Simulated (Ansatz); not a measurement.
System: zinc-blende MgTe (metastable phase). Method: PBE (plane waves, PAW; Ansatz, a first-principles code).

Settings: plane-wave cutoff 520 eV, 10×10×10 k mesh, Fermi–Dirac smearing 0.01 eV, scalar-relativistic PAW data made under PBE.

The direct gap at Γ against volume; x = 100 ln(V/34.469 Å³). One gap is withheld.

```tsv
V (Å³/atom)	x	gap (eV)
32.401	-6.19	?
33.090	-4.08	2.510
33.780	-2.02	2.418
34.469	0.00	2.329
35.158	1.98	2.243
35.848	3.92	2.161
36.537	5.83	2.081
```

Problem. Fit a straight line to the rows shown, give the volume deformation potential and predict the withheld gap.

Solution. Means of the 6 rows: x̄ = 0.938, ȳ = 2.2903 eV. Σ(x − x̄)(y − ȳ) = -2.9752 and Σ(x − x̄)² = 68.720, so the slope is -0.0433 eV per unit of x, and dE_g/d ln V = -4.3 eV. At x = -6.19: 2.2903 + (-0.0433) × (-6.19 − (0.938)) = 2.599 eV. The run gives 2.606 eV, 0.007 eV above the line, as the curve bends the same way over all rows.

Measured, for comparison: band gap 3.67 eV (2 K, no zero-point or thermal correction; as tabulated in arXiv:1206.3780).

Spin–orbit coupling is not included; with these elements it can move the gap by several tenths of an eV or more.
